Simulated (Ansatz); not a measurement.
Relaxation of H6OSi2 (9 atoms, charge 0, multiplicity 1), to a largest force component of 0.015 eV/Å in at most 40 steps.

Level of theory: Ansatz 0.2.0, RKS PBE0-D4/def2-SVP.

```xyz
9
Properties=species:S:1:pos:R:3:forces:R:3
Si -0.650 0.994 -0.897 -1.58 3.01 -0.82
O 0.534 0.122 -0.306 1.77 -0.93 0.48
Si 0.740 -1.028 0.839 1.98 0.28 1.59
H -1.681 0.162 -1.456 -0.86 -0.75 -0.37
H -0.184 1.905 -2.010 0.09 -0.25 0.29
H -1.271 1.894 0.169 0.22 -0.37 -0.28
H 2.225 -1.436 0.867 -0.77 0.23 -0.07
H -0.036 -2.193 0.553 -0.83 -0.99 -0.25
H 0.413 -0.466 2.225 -0.02 -0.23 -0.58
```

**Question.** Where does it end, and by what steps?

**Answer.** It converged. After 5 steps the energy has fallen by 0.267 eV; H4 moved furthest, 0.15 Å.

```tsv
step	energy less start (eV)	largest force component (eV/Å)	accepted
0	0.0000	3.012	yes
1	-0.2132	1.261	yes
2	-0.2622	0.090	yes
3	-0.2650	0.034	yes
4	-0.2663	0.036	yes
5	-0.2668	0.006	yes
```

```xyz
9
Properties=species:S:1:pos:R:3
Si -0.709 1.062 -0.933
O 0.451 0.100 -0.244
Si 0.798 -1.055 0.891
H -1.788 0.221 -1.536
H -0.069 1.886 -1.995
H -1.317 1.959 0.097
H 2.250 -1.375 0.811
H 0.000 -2.293 0.631
H 0.472 -0.552 2.260
```

Whether the end is a true minimum wasn't checked by a vibrational analysis.

Run time: 16 s on 1 thread of Arm Neoverse V1 (shared host), peak memory 0.15 GiB.
